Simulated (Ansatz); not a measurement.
Molecule (SMILES): F[CH]F, doublet.
Atoms: C1, F2, F3, H4. Bonds: C1-F2, C1-F3, C1-H4.

Basis-set convergence of the optimised C1-F2 bond length at PBE with Ansatz (a first-principles code). Cartesian d functions, on some or all atoms, in 6-31G*, 6-31+G*; all else is spherical. Open shells are unrestricted. No added dispersion term, no relativity. Reference: the value in def2-QZVPPD, 1.3380 Å, itself unsure by roughly 0.0002 Å (its mean distance from pcseg-3, def2-QZVPP, cc-pVQZ). Deviations are taken from unrounded values.

```tsv
basis	functions	optimised C1-F2 bond length (Å)
6-31G*	47	1.3422
6-31+G*	59	1.3475
cc-pVDZ	47	1.3432
aug-cc-pVDZ	78	1.3489
def2-SVP	47	1.3329
def2-SVPD	74	1.3385
pcseg-1	47	1.3431
aug-pcseg-1	78	1.3444
6-311G**	60	1.3412
6-311+G**	72	1.3423
def2-TZVP	99	1.3386
def2-TZVPD	126	1.3389
cc-pVTZ	104	1.3383
aug-cc-pVTZ	161	1.3393
pcseg-2	104	1.3389
aug-pcseg-2	161	1.3387
def2-TZVPP	107	1.3384
def2-TZVPPD	134	1.3388
def2-QZVPP	201	1.3381
def2-QZVPPD	228	1.3380
```

What the diffuse functions change, pair by pair:
- 6-31G* to 6-31+G*: 12 more functions, deviation 0.0042 to 0.0095 Å
- cc-pVDZ to aug-cc-pVDZ: 31 more functions, deviation 0.0053 to 0.0109 Å
- def2-SVP to def2-SVPD: 27 more functions, deviation -0.0051 to 0.0005 Å
- pcseg-1 to aug-pcseg-1: 31 more functions, deviation 0.0051 to 0.0064 Å
- 6-311G** to 6-311+G**: 12 more functions, deviation 0.0032 to 0.0043 Å
- def2-TZVP to def2-TZVPD: 27 more functions, deviation 0.0006 to 0.0009 Å
- cc-pVTZ to aug-cc-pVTZ: 57 more functions, deviation 0.0003 to 0.0013 Å
- pcseg-2 to aug-pcseg-2: 57 more functions, deviation 0.0009 to 0.0007 Å
- def2-TZVPP to def2-TZVPPD: 27 more functions, deviation 0.0004 to 0.0009 Å
- def2-QZVPP to def2-QZVPPD: 27 more functions, deviation 0.0001 to 0.0000 Å

Leaving out the reference's own pair, they bring the value nearer the reference by more than 0.0002 Å in 1 of 9 pairs.
